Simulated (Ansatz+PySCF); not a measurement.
doublet ClF(+): levels of theory in one basis

```yaml
atoms:
  - { symbol: F, position_ang: [0.0000, 0.0000, -0.7606] }
  - { symbol: Cl, position_ang: [0.0000, 0.0000, 0.7606] }
```

Basis set: cc-pVTZ on F; cc-pV(T+d)Z on Cl (spherical functions). Left uncorrelated: 6 orbitals. Correlation on ROHF uses semicanonical orbitals with singles. Charge 1, multiplicity 2.

Computed with Ansatz (development build ahead of 0.2.0) and PySCF 2.14.0; each method stands on the lowest determinant of its kind that the runs found.

| method | E − E(ROHF) (eV) | <S²> of the determinant |
| --- | --- | --- |
| ROHF | 0.00 | 0.75 |
| UHF | -0.19 | 0.76 |
| ROHF-MP2 | -11.51 | – |
| UHF-MP2 | -11.47 | 0.76 |
| ROHF-CCSD(T) | -12.51 | – |
| UHF-CCSD(T) | -12.51 | 0.76 |

(1) What does UHF-CCSD give on the same scale?

## Answers

(1) -12.04 eV.
